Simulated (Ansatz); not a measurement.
The input, for Ansatz 0.2.0:

```yaml
crystal:
  periodic: [false, false, false]
  atoms:
    - {symbol: Ti, position_ang: [0.000000, -0.075060, 0.375924]}
    - {symbol: O, position_ang: [0.000000, 0.139135, -1.216428]}
    - {symbol: H, position_ang: [0.000000, 1.356032, 1.456176]}
basis:
  gaussian: {orbitals: def2-TZVPP}
total_charge: 1
magnetization: {spin_polarized: false}
correlation: {method: ccsdt_q, electrons: outside_noble_gas}
```

```sh
$ ansatz run in.yaml --threads 2 --pin off --events-out ev --progress --plain --max-ram 16896MiB --backend cuda --devices 0, --max-vram 18GiB
```

The program prints:

```
1405 factors; integrals over basis functions are off by at most 1.8e-7 eV
mean field evaluation 1: about -25108.4811 eV, gradient 1.0e2 eV
mean field evaluation 2: about -25108.4818 eV, gradient 1.0e2 eV
mean field evaluation 4: about -25130.2486 eV, gradient 2.1e1 eV
mean field evaluation 8: about -25131.0826 eV, gradient 5.1e-1 eV
mean field evaluation 16: about -25131.0883 eV, gradient 2.2e-6 eV
mean field evaluation 32: about -25122.8719 eV, gradient 1.8e1 eV
mean field evaluation 64: about -25122.7635 eV, gradient 4.3e-1 eV
mean field evaluation 96: about -25120.4952 eV, gradient 7.7e0 eV
mean field evaluation 128: about -25120.9123 eV, gradient 1.4e0 eV
mean field evaluation 160: about -25120.7819 eV, gradient 1.4e1 eV
...
cycle  17  -11.58648397 eV  change    2.0e-4 eV  update   6.0e-5
cycle  18  -11.58644687 eV  change    3.7e-5 eV  update   4.0e-5
cycle  19  -11.58642123 eV  change    2.6e-5 eV  update   2.0e-5
cycle  20  -11.58642134 eV  change   -1.1e-7 eV  update   1.4e-5
cycle  21  -11.58640125 eV  change    2.0e-5 eV  update   7.7e-6
cycle  22  -11.58640284 eV  change   -1.6e-6 eV  update   3.4e-6
cycle  23  -11.58640820 eV  change   -5.4e-6 eV  update   2.3e-6
cycle  24  -11.58641013 eV  change   -1.9e-6 eV  update   1.7e-6
cycle  25  -11.58640711 eV  change    3.0e-6 eV  update   8.6e-7
cycle  26  -11.58640710 eV  change    8.3e-9 eV  update   6.8e-7
perturbative correction -0.08454860 eV, -0.0031071037 hartree
Total energy: -25142.75927765 eV, -923.9793610795 hartree
```

Ran on 2 threads of AMD EPYC 7R13 with a shared H100 80 GB, shared host: 4.6 s wall, 0.84 GiB peak host memory.
